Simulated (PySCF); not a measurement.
Species: vinylsilane, C2H6Si.
SMILES with atom numbers: `[CH2:1]=[CH:2][SiH3:3]`

Lines to be assigned: C 1s: 290.32 (area 1), 290.63 (area 1) eV; Si 1s: 1846.50 eV; Si 2p3/2: 106.76 eV.

Method used: delta-SCF UKS SCAN, pcX-2 on the ionised atom, pcseg-1 elsewhere, spin-free X2C (PySCF 2.14.0). Geometry: PBE0-D3(BJ)/def2-SVP; no solvent, vibrations or thermal averaging.

Which carbon gives which C 1s line?

290.32 eV: C2 (alkene CH carbon); 290.63 eV: C1 (terminal =CH2 carbon). Lowest listed C 1s: C2, bonded to C (double bond), H and Si. Highest, 0.31 eV above it: C1, bonded to C (double bond) and 2 H. Summing the Pauling electronegativity differences to the bonded atoms, each weighted by its formal bond order, gives -1.00 for the lowest site and -0.70 for the highest.

Bonded neighbours of each site: C1: C (double bond) and 2 H; C2: C (double bond), H and Si; Si3: C and 3 H.

Express the binding energy of Si 1s of Si3 in atomic units and per mole.

1846.50 eV = 67.8576 Eh = 178160 kJ/mol.

2p3/2 and 2p1/2 are the ΔSCF energy of one spin-free 2p hole plus the eigenvalues of a spin–orbit and ligand-field matrix of the shell. 2p1/2 minus 2p3/2 (ligand field included): Si 0.62 eV.

The run took 15 s on an x86-64 server with one thread (shared host).
